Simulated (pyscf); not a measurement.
`[O]=[Ge]([OH])[OH]` → `[O]=[Ge]=[O]` + `[OH2]`, an elimination (singlet surface; H–O, Ge–O broken, H–O formed). Structures and frequencies: ωB97X-D3(BJ)/def2-SVP in PySCF. Correlated levels are frozen-core, on RHF or UHF. ΔMP2 is the change of the MP2 total energy from the triple- to the quadruple-zeta basis. Energies in kcal/mol from the reactant's lowest minimum found.

Small-basis levels: PySCF, no dispersion term, spherical d functions. AM1 to PM7: differences of heats of formation from MOPAC, which are fitted to 298 K values and so differ in kind from electronic energies by zero-point and thermal terms. GFN2-xTB: tblite. Cost: rough CPU time at the saddle relative to B3LYP/6-31G*+LANL2DZ, from one job on a shared machine.

```
level                             barrier  reaction energy        cost
--------------------------------  -------  ---------------  ----------
HF/STO-3G                            64.5            +72.2        0.08
MP2/6-31G*+LANL2DZ                   44.7            +52.6         0.1
SVWN5/6-31G*+LANL2DZ                 33.0            +61.8         0.8
PBE/6-31G*+LANL2DZ                   36.2            +52.0           1
B3LYP/STO-3G                         16.8            +31.3         0.8
B3LYP/3-21G                          37.9            +75.3           1
B3LYP/6-31G*+LANL2DZ                 43.2            +55.9           1
B3LYP/6-311+G**+LANL2DZ              44.3            +49.6           2
PBE/def2-SVP                         33.2            +48.0           2
B3LYP/def2-SVP                       39.8            +50.8           2
GFN2-xTB                             45.4            +41.5  under 0.02
AM1                                  65.3            +79.7  under 0.02
CCSD(T)/def2-TZVPP + ΔMP2(QZVPP)     43.9            +48.6           –
```

Against the last row the barrier runs from -27.1 (B3LYP/STO-3G) to +21.3 kcal/mol (AM1). CCSD(T)/def2-TZVPP + ΔMP2(QZVPP) has limits of its own. On the product side the descent ends in an adduct with a Ge–O contact, 18.4 kcal/mol under the separated species and 9.4 kcal/mol under the saddle at ωB97X-D3(BJ)/def2-TZVP. At CCSD(T) the saddle lies under the separated products, which points to a path from their complex (located at ωB97X-D3(BJ) alone), and parting the products costs more than the saddle. What is counted as broken (Ge–O) persists as a longer contact in the product adduct; parting that adduct is a step of its own. This is the saddle that the search found; another between the same sides may lie lower. The CCSD(T) − MP2 part came from Ansatz, without density fitting, on the same reference. The frozen core leaves the outer d or s,p core shells of the metals and heavy elements correlated in the MP2 and CC values, and def2-TZVPP describes them poorly, which can shift differences by a few kcal/mol. In the def2 sets elements up to Kr have no core potential.
